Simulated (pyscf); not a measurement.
Thermochemistry of product channels of HO–Si:–OH [singlet] on the singlet surface, in eV, from ωB97M-D3(BJ)/def2-TZVP energies (ideal gas, 1 atm, RRHO with modes under 100 cm⁻¹ raised to 100, one conformer, R ln 2 for chiral ones without a mode under 150 cm⁻¹). Structures and frequencies: ωB97X-D3(BJ)/def2-SVP in PySCF.

| products | ΔE | ΔH(298 K) | ΔG(600 K) | ΔG(900 K) |
|---|---|---|---|---|
| H₂O + O=Si: [singlet] | +1.80 | +1.75 | +0.95 | +0.56 |
| O=Si=O + H₂ | (withheld) | +2.41 | +1.83 | +1.53 |

Problem. Some entries are withheld; supply them.

Solution. 
- O=Si=O + H₂, ΔE: +2.64

These are energies of the channels, which say nothing of barriers.
